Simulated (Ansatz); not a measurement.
**BNH (sextet): the correlation ladder, def2-QZVPP**

An exercise on one series of results from a longer session: the logs are not shown, and one member is left open.

The runs use Ansatz 0.2.0, Gaussian basis; def2-QZVPP, core rule «outside noble gas», up to 2 orbitals frozen.

To be run: UHF; ROHF; CCSD(T) on UHF.

## The system

The geometry is a PBE0/def2-TZVP stationary point (not a proven minimum) of the parent state, kept for this charge and spin.

3 atoms, charge 0, spin multiplicity 6.

Atoms are counted from 1 here; the program's logs count them from 0.

Bond lengths: B1–N2 1.503 Å, B1–H3 1.206 Å. Angles: N2–B1–H3 117.0°.

Set-up of the first run:

Input file in.yaml:

```yaml
crystal:
  periodic: [false, false, false]
  atoms:
    - {symbol: B, position_ang: [0.000000, -0.185227, 0.772970]}
    - {symbol: N, position_ang: [0.000000, 0.087426, -0.705019]}
    - {symbol: H, position_ang: [0.000000, 0.771807, 1.506451]}
basis:
  gaussian: {orbitals: "def2-QZVPP.json"}
magnetization: {spin_polarized: true, initial_magnetization: 5}
hamiltonian: {xc: hf}
output: {orbitals: {seedname: orbitals}}
```

Command:

```sh
$ ansatz run in.yaml --threads 1 --pin off --events-out ev --progress --plain --max-ram 2393MiB
```

Among the steps run: UHF; ROHF; CCSD(T) on UHF.

One of the session's tables, all rows but one given; the rest of the session is left out.

| method | from UCCSD(T) (meV) |
| --- | --- |
| ROHF | +5835.4 |
| UHF | ? |
| UMP2 | +994.4 |
| UCCSD | +195.6 |
| UCCSD(T) | 0 |

**Question.** Estimate the row for UHF.

**Answer.** from UCCSD(T) (meV): +5720.9. In the column «from UCCSD(T) (meV)» it lies between UMP2 (+994.4) and ROHF (+5835.4).
